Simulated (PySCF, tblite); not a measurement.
# C2H7N: protonation, part 2 of 2

tblite 0.8.0 and PySCF 2.14.0. Atoms count from 0. The steps go on from the part before.

### 13 Single point (C₂H₇N): B97-2/def2-TZVP

Geometry: PBE0-D3(BJ)/def2-SVP.

Job settings and geometry (Å):

```
{"job": {"kind": "sp", "xc": "B97-2", "basis": "def2-TZVP", "grid": 2}, "charge": 0, "multiplicity": 1}
C      1.050035     0.472493    -0.021758
C     -0.093094    -0.513193    -0.174897
N     -1.372252     0.154481    -0.024425
H      2.024344    -0.014479    -0.178717
H      0.945384     1.296488    -0.743385
H      1.059336     0.913468     0.989008
H      0.065925    -1.360123     0.528633
H     -0.055346    -0.953378    -1.186193
H     -2.137737    -0.503440    -0.154121
H     -1.468002     0.516335     0.923409
```

The log of the run:

```text
coarse grid: 7576 points
cycle   1  E = -135.1487313365  dE =  4.813e-02  |g| = 4.034e-01  |ddm| = 1.965e+00
cycle   2  E = -135.1251212401  dE =  2.361e-02  |g| = 5.280e-01  |ddm| = 7.198e-01
cycle   3  E = -135.1889746874  dE = -6.385e-02  |g| = 3.702e-02  |ddm| = 4.183e-01
cycle   4  E = -135.1891789302  dE = -2.042e-04  |g| = 2.042e-02  |ddm| = 3.607e-02
cycle   5  E = -135.1892690916  dE = -9.016e-05  |g| = 3.561e-03  |ddm| = 1.415e-02
cycle   6  E = -135.1892718850  dE = -2.793e-06  |g| = 6.883e-04  |ddm| = 2.704e-03
final grid: 71016 points
cycle   7  E = -135.1774008350  dE = -5.645e-05  |g| = 1.817e-03  |ddm| = 4.024e-02
cycle   8  E = -135.1774008701  dE = -3.514e-08  |g| = 1.817e-03  |ddm| = 3.327e-03
cycle   9  E = -135.1774016255  dE = -7.554e-07  |g| = 2.690e-04  |ddm| = 1.220e-03
cycle  10  E = -135.1774016400  dE = -1.447e-08  |g| = 9.021e-05  |ddm| = 2.512e-04
cycle  11  E = -135.1774016416  dE = -1.592e-09  |g| = 3.466e-05  |ddm| = 1.021e-04
converged SCF energy = -135.1774016416
```

Wall time 2.9 s (1 thread of Intel Xeon Platinum 8488C, shared host); peak memory 0.55 GiB.

### 14 Single point (C2H8N+): B97-2/def2-TZVP

Geometry: PBE0-D3(BJ)/def2-SVP.

Job settings and geometry (Å):

```
{"job": {"kind": "sp", "xc": "B97-2", "basis": "def2-TZVP", "grid": 2}, "charge": 1, "multiplicity": 1}
C      1.168039     0.435660     0.036364
C      0.019994    -0.517721    -0.183725
N     -1.303054     0.158488     0.062230
H      2.110847    -0.096175    -0.153798
H      1.133215     1.293050    -0.653236
H      1.206782     0.806430     1.072162
H      0.055301    -1.380033     0.497034
H     -0.016662    -0.897875    -1.214471
H     -2.098690    -0.475372    -0.088563
H     -1.371156     0.512296     1.026168
H     -1.432882     0.967550    -0.560362
```

The log of the run:

```text
coarse grid: 8200 points
cycle   1  E = -135.5319006793  dE =  3.214e-01  |g| = 2.907e-01  |ddm| = 1.982e+00
cycle   2  E = -135.5357095817  dE = -3.809e-03  |g| = 2.923e-01  |ddm| = 4.793e-01
cycle   3  E = -135.5565954112  dE = -2.089e-02  |g| = 4.401e-02  |ddm| = 1.995e-01
cycle   4  E = -135.5569237710  dE = -3.284e-04  |g| = 1.395e-02  |ddm| = 2.446e-02
cycle   5  E = -135.5569598969  dE = -3.613e-05  |g| = 4.014e-03  |ddm| = 8.168e-03
cycle   6  E = -135.5569633881  dE = -3.491e-06  |g| = 5.420e-04  |ddm| = 2.368e-03
final grid: 76384 points
cycle   7  E = -135.5432282852  dE = -6.877e-05  |g| = 1.865e-03  |ddm| = 3.678e-02
cycle   8  E = -135.5432284349  dE = -1.496e-07  |g| = 1.709e-03  |ddm| = 2.846e-03
cycle   9  E = -135.5432291271  dE = -6.923e-07  |g| = 2.427e-04  |ddm| = 1.132e-03
cycle  10  E = -135.5432291404  dE = -1.324e-08  |g| = 5.038e-05  |ddm| = 1.701e-04
cycle  11  E = -135.5432291408  dE = -4.175e-10  |g| = 2.234e-05  |ddm| = 3.833e-05
converged SCF energy = -135.5432291408
```

Run time: 3.3 s. Hardware: 1 thread of Intel Xeon Platinum 8488C, shared host; peak memory 0.56 GiB.

### 15 Protonation: B97-2/def2-TZVP

This step combines the energies above: geometries from PBE0-D3(BJ)/def2-SVP, zero-point and thermal terms from PBE0-D3(BJ)/def2-SVP.

Job settings and geometry (Å):

```
{"job": {"kind": "pa", "geom": {"xc": "PBE0", "basis": "def2-SVP", "d3": "d3bj", "grid": 1}, "hess": 1, "level": {"xc": "B97-2", "basis": "def2-TZVP"}}, "charge": 0, "multiplicity": 1}
C      1.050035     0.472493    -0.021758
C     -0.093094    -0.513193    -0.174897
N     -1.372252     0.154481    -0.024425
H      2.024344    -0.014479    -0.178717
H      0.945384     1.296488    -0.743385
H      1.059336     0.913468     0.989008
H      0.065925    -1.360123     0.528633
H     -0.055346    -0.953378    -1.186193
H     -2.137737    -0.503440    -0.154121
H     -1.468002     0.516335     0.923409
```

Output (the driver's rows laid out field by field):

```text
protonation site by site, B97-2/def2-TZVP // PBE0-D3(BJ)/def2-SVP

row 1
  formula                 C2H8N
  charge                  1
  multiplicity            1
  smiles                  CC[NH3+]
  kept                    yes
  pieces                  1
  point_group             Cs
  atom                    2
  element                 N
  electronic              960.48
  enthalpy                927.22
  free_energy             895.62
  share_gas               1.0
```

It took 6.3 s on 1 thread of Intel Xeon Platinum 8488C, shared host; peak memory 0.56 GiB.

Energy given off on adding a proton (kJ/mol, gas phase, 298 K for the thermal columns):

```tsv
site	product	electronic	enthalpy	free energy
N2	CC[NH3+]	960.5	927.2	895.6
```

### 16 Single point (C2H7N): M06-L/def2-TZVP

Geometry: PBE0-D3(BJ)/def2-SVP.

The job, as its differences from that of step 15:

```diff
@@ -1,2 +1,2 @@
-{"job": {"kind": "pa", "geom": {"xc": "PBE0", "basis": "def2-SVP", "d3": "d3bj", "grid": 1}, "hess": 1, "level": {"xc": "B97-2", "basis": "def2-TZVP"}}, "charge": 0, "multiplicity": 1}
+{"job": {"kind": "sp", "xc": "M06-L", "basis": "def2-TZVP", "grid": 3}, "charge": 0, "multiplicity": 1}
 C      1.050035     0.472493    -0.021758
```

The log of the run:

```text
coarse grid: 32784 points
cycle   1  E = -135.1343049842  dE = -4.931e-03  |g| = 5.121e-01  |ddm| = 2.070e+00
cycle   2  E = -135.0528919696  dE =  8.141e-02  |g| = 7.861e-01  |ddm| = 1.103e+00
cycle   3  E = -135.2000255732  dE = -1.471e-01  |g| = 5.282e-02  |ddm| = 7.097e-01
cycle   4  E = -135.2004367121  dE = -4.111e-04  |g| = 3.246e-02  |ddm| = 6.524e-02
cycle   5  E = -135.2006559694  dE = -2.193e-04  |g| = 7.612e-03  |ddm| = 2.780e-02
cycle   6  E = -135.2006684449  dE = -1.248e-05  |g| = 2.219e-03  |ddm| = 6.329e-03
cycle   7  E = -135.2006692931  dE = -8.483e-07  |g| = 9.970e-04  |ddm| = 2.435e-03
final grid: 110800 points
cycle   8  E = -135.2005705829  dE = -7.024e-06  |g| = 1.943e-03  |ddm| = 1.253e-02
cycle   9  E = -135.2005698525  dE =  7.304e-07  |g| = 2.632e-03  |ddm| = 3.296e-03
cycle  10  E = -135.2005714365  dE = -1.584e-06  |g| = 2.326e-04  |ddm| = 1.874e-03
cycle  11  E = -135.2005714457  dE = -9.274e-09  |g| = 1.132e-04  |ddm| = 2.499e-04
cycle  12  E = -135.2005714484  dE = -2.634e-09  |g| = 3.287e-05  |ddm| = 1.009e-04
converged SCF energy = -135.2005714484
```

Wall time 10 s (1 thread of Intel Xeon Platinum 8488C, shared host); peak memory 0.49 GiB.

### 17 Single point (C₂H₈N+): M06-L/def2-TZVP

Geometry: PBE0-D3(BJ)/def2-SVP.

Job settings and geometry (Å):

```
{"job": {"kind": "sp", "xc": "M06-L", "basis": "def2-TZVP", "grid": 3}, "charge": 1, "multiplicity": 1}
C      1.168039     0.435660     0.036364
C      0.019994    -0.517721    -0.183725
N     -1.303054     0.158488     0.062230
H      2.110847    -0.096175    -0.153798
H      1.133215     1.293050    -0.653236
H      1.206782     0.806430     1.072162
H      0.055301    -1.380033     0.497034
H     -0.016662    -0.897875    -1.214471
H     -2.098690    -0.475372    -0.088563
H     -1.371156     0.512296     1.026168
H     -1.432882     0.967550    -0.560362
```

The log of the run:

```text
coarse grid: 35256 points
cycle   1  E = -135.5267155307  dE =  2.363e-01  |g| = 3.620e-01  |ddm| = 2.094e+00
cycle   2  E = -135.5140319140  dE =  1.268e-02  |g| = 4.294e-01  |ddm| = 6.924e-01
cycle   3  E = -135.5621046806  dE = -4.807e-02  |g| = 5.189e-02  |ddm| = 3.397e-01
cycle   4  E = -135.5626299766  dE = -5.253e-04  |g| = 2.066e-02  |ddm| = 5.244e-02
cycle   5  E = -135.5627002732  dE = -7.030e-05  |g| = 7.513e-03  |ddm| = 1.553e-02
cycle   6  E = -135.5627124898  dE = -1.222e-05  |g| = 1.762e-03  |ddm| = 5.086e-03
cycle   7  E = -135.5627131377  dE = -6.479e-07  |g| = 4.518e-04  |ddm| = 1.285e-03
final grid: 120608 points
cycle   8  E = -135.5624941087  dE = -7.833e-06  |g| = 2.354e-03  |ddm| = 1.174e-02
cycle   9  E = -135.5624931489  dE =  9.598e-07  |g| = 3.188e-03  |ddm| = 3.157e-03
cycle  10  E = -135.5624952765  dE = -2.128e-06  |g| = 2.014e-04  |ddm| = 1.590e-03
cycle  11  E = -135.5624952826  dE = -6.159e-09  |g| = 1.055e-04  |ddm| = 1.659e-04
cycle  12  E = -135.5624952851  dE = -2.427e-09  |g| = 2.652e-05  |ddm| = 7.664e-05
converged SCF energy = -135.5624952851
```

It took 12 s on 1 thread of Intel Xeon Platinum 8488C, shared host; peak memory 0.49 GiB.

### 18 Protonation: M06-L/def2-TZVP

This step combines the energies above: geometries from PBE0-D3(BJ)/def2-SVP, zero-point and thermal terms from PBE0-D3(BJ)/def2-SVP.

Job settings and geometry (Å):

```
{"job": {"kind": "pa", "geom": {"xc": "PBE0", "basis": "def2-SVP", "d3": "d3bj", "grid": 1}, "hess": 1, "level": {"xc": "M06-L", "basis": "def2-TZVP", "grid": 3}}, "charge": 0, "multiplicity": 1}
C      1.050035     0.472493    -0.021758
C     -0.093094    -0.513193    -0.174897
N     -1.372252     0.154481    -0.024425
H      2.024344    -0.014479    -0.178717
H      0.945384     1.296488    -0.743385
H      1.059336     0.913468     0.989008
H      0.065925    -1.360123     0.528633
H     -0.055346    -0.953378    -1.186193
H     -2.137737    -0.503440    -0.154121
H     -1.468002     0.516335     0.923409
```

Output (the driver's rows laid out field by field):

```text
protonation site by site, M06-L/def2-TZVP // PBE0-D3(BJ)/def2-SVP

row 1
  formula                 C2H8N
  charge                  1
  multiplicity            1
  smiles                  CC[NH3+]
  kept                    yes
  pieces                  1
  point_group             Cs
  atom                    2
  element                 N
  electronic              950.23
  enthalpy                916.97
  free_energy             885.37
  share_gas               1.0
```

Wall time 23 s (1 thread of Intel Xeon Platinum 8488C, shared host); peak memory 0.49 GiB.

Energy given off on adding a proton (kJ/mol, gas phase, 298 K for the thermal columns):

```tsv
site	product	electronic	enthalpy	free energy
N2	CC[NH3+]	950.2	917.0	885.4
```

### 19 Summary of results

What follows sums up all 2 parts.

```
                                          quantity                  value
         strongest single infrared mode (GFN2-xTB)  2809 cm⁻¹, 125 km/mol
                      zero-point energy (GFN2-xTB)          57.0 kcal/mol
                                       point group                     C1
              rotational constants (main isotopes)  32.87, 8.98, 7.90 GHz
proton affinity (−ΔH), N2 (wB97X-D3(BJ)/def2-TZVP)           923.2 kJ/mol
       proton affinity (−ΔH), N2 (B97-2/def2-TZVP)           927.2 kJ/mol
       proton affinity (−ΔH), N2 (M06-L/def2-TZVP)           917.0 kJ/mol
```

What this shows: All 24 modes are real, so the xTB geometry is a minimum. The strongest single mode, at 2809 cm⁻¹, moves mainly H6. Unscaled tight-binding wavenumbers are off by several per cent, some by more. Its intensities can rank the bands wrongly. Relaxing lowered the energy by 0.023 eV in 3 steps; the close pair that moved most is C0–H5, from 1.088 to 1.103 Å (PBE0/def2-SVP). The proton affinity (−ΔH) at N2 is 923.2 kJ/mol at wB97X-D3(BJ)/def2-TZVP; zero-point and thermal terms move it by -33.3 kJ/mol from the electronic value.
